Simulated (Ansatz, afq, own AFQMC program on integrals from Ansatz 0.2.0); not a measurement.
**Co, quartet: AFQMC among the cluster methods**

A free Co atom.

Basis def2-TZVP. Noble-gas cores (and the filled d shells of Ga–Kr and In–Xe) are frozen. Integrals, coupled cluster, full CI and functionals: Ansatz 0.2.0; the random walks run on the same integrals in our own AFQMC program. ph-AFQMC/CISD is guided by a CISD state made of CCSD amplitudes; releasing the constraint for a short imaginary time cuts its bias at the price of noise, slowly where states lie close. Error bars are statistical, one sigma. The metal's outer-core s and p shells are frozen, which shifts wave-function levels against functionals.

Determinant: UHF, the one that the program's search chose, which needn't be the lowest solution.

No full CI on the walks' own integrals is used here; CCSDT(Q) serves as the reference and is uncertain by about the last step of the cluster series.

Cautions: no relativity below Rb; outer-core shells of the metal frozen; the released energies are still falling, so no released level is given (meV from the phaseless value at times in 1/Eh: -11 ± 3 at 0.24, -6.2 ± 2.1 at 0.50, -11 ± 3 at 1.00, -15.1 ± 2.2 at 1.50).

```
T1 diagnostic                               : 0.0194
weight of the determinant in the CISD state : 0.915
⟨S²⟩ of the determinant                     : 3.760
size of the correlated space                : 9 electrons in 36 orbitals
```

Reference: CCSDT(Q), correlation energy -5.716 eV.

```json
{"level": "HF", "E − E(reference) (kcal/mol)": "131.82", "share of correlation (%)": "0.00"}
{"level": "MP2", "E − E(reference) (kcal/mol)": "8.96", "share of correlation (%)": "93.20"}
{"level": "CCSD", "E − E(reference) (kcal/mol)": "3.50", "share of correlation (%)": "97.35"}
{"level": "CCSD(T)", "E − E(reference) (kcal/mol)": "0.32", "share of correlation (%)": "99.75"}
{"level": "CCSDT", "E − E(reference) (kcal/mol)": "0.07", "share of correlation (%)": "99.95"}
{"level": "ph-AFQMC/HF", "E − E(reference) (kcal/mol)": "2.82 ± 0.35", "share of correlation (%)": "97.86"}
{"level": "ph-AFQMC/CISD", "E − E(reference) (kcal/mol)": "0.47 ± 0.06", "share of correlation (%)": "99.65"}
```
